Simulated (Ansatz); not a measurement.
## How far each method lies from RCCSDTQ for CH3Cl, singlet

Geometry: MP2(full)/6-31G*, from the G2/97 set.

```xyz
5

C     0.0000    0.0000   -1.2269
Cl    0.0000    0.0000    0.5504
H     0.0000    1.0293   -1.5798
H     0.8914   -0.5147   -1.5798
H    -0.8914   -0.5147   -1.5798
```

Basis 6-31G; Ansatz 0.2.0. Only valence electrons are correlated (noble-gas cores frozen), which leaves 14 electrons in 22 orbitals. R marks a restricted (for open shells ROHF) determinant. Active spaces: valence = (14e, 11o) chosen from the atoms' valence shells.

Full CI isn't at hand for all of this; RCCSDTQ serves as the reference, and is uncertain by about the last step of the cluster series.

```
UHF ⟨S²⟩                          : 0.000
T1 diagnostic (RCCSD)             : 0.0074
largest doubles amplitude (RCCSD) : 0.060
```

```json
{"level": "RHF", "E − E(RCCSDTQ) (meV)": "4370", "share of correlation (%)": "0.00", "wall time": "–"}
{"level": "RMP2", "E − E(RCCSDTQ) (meV)": "679", "share of correlation (%)": "84.45", "wall time": "–"}
{"level": "CISD", "E − E(RCCSDTQ) (meV)": "328", "share of correlation (%)": "92.50", "wall time": "0.42 s"}
{"level": "RCCSD", "E − E(RCCSDTQ) (meV)": "87", "share of correlation (%)": "98.01", "wall time": "–"}
{"level": "RCCSD(T)", "E − E(RCCSDTQ) (meV)": "12", "share of correlation (%)": "99.72", "wall time": "0.3 s"}
{"level": "BCCD(T)", "E − E(RCCSDTQ) (meV)": "12", "share of correlation (%)": "99.72", "wall time": "0.34 s"}
{"level": "RCCSDT", "E − E(RCCSDTQ) (meV)": "3", "share of correlation (%)": "99.94", "wall time": "–"}
{"level": "CISDTQ", "E − E(RCCSDTQ) (meV)": "15", "share of correlation (%)": "99.66", "wall time": "4.6 s (H100)"}
{"level": "RCCSDT(Q)", "E − E(RCCSDTQ) (meV)": "0", "share of correlation (%)": "100.00", "wall time": "1.3 s"}
{"level": "CASSCF (valence space)", "E − E(RCCSDTQ) (meV)": "1937", "share of correlation (%)": "55.67", "wall time": "–"}
{"level": "NEVPT2 (valence space)", "E − E(RCCSDTQ) (meV)": "442", "share of correlation (%)": "89.88", "wall time": "5 s (H100)"}
{"level": "MRCISD (valence space)", "E − E(RCCSDTQ) (meV)": "74", "share of correlation (%)": "98.30", "wall time": "–"}
{"level": "MRCISD+Q (valence space)", "E − E(RCCSDTQ) (meV)": "15", "share of correlation (%)": "99.67", "wall time": "6.5 s (H100)"}
```

The correlation energy at RCCSDTQ, counted from RHF, is -4.370 eV. That run took 3.4 s on 5 threads of AMD EPYC 7R13 with a whole H100 80 GB, shared host.

Times hold each run's SCF and search for its determinant on a shared host, so for small cases they say little of a method's own cost; rows without a card ran on 1 thread of AMD EPYC 7R13.

Natural occupations of CASSCF (valence space) about the gap: 2.000 1.983 1.976 1.976 1.968 0.033 0.023 0.023 0.020; effectively unpaired electrons, Σ n²(2−n)², 0.02.

Atomization energy (electronic, same basis, no zero-point term; atoms at the same level, unrestricted beside the R rows where the molecule is a closed shell, with restricted open-shell steps beyond CCSDT(Q)) at RCCSDTQ: 1392.6 kJ/mol. Errors of other levels:

```csv
level,error (kJ/mol)
RHF,-242.1
RMP2,-13.8
CISD,-28.1
RCCSD,-6.3
RCCSD(T),-0.7
BCCD(T),-0.6
RCCSDT,-0.3
CISDTQ,-1.3
RCCSDT(Q),0.0
CASSCF (valence space),-53.4
NEVPT2 (valence space),3.8
MRCISD (valence space),-5.0
MRCISD+Q (valence space),-1.1
```

This basis is far from its limit, so the value isn't to be set against a measured one. Truncated CI isn't size-consistent, which counts against it in atomization.
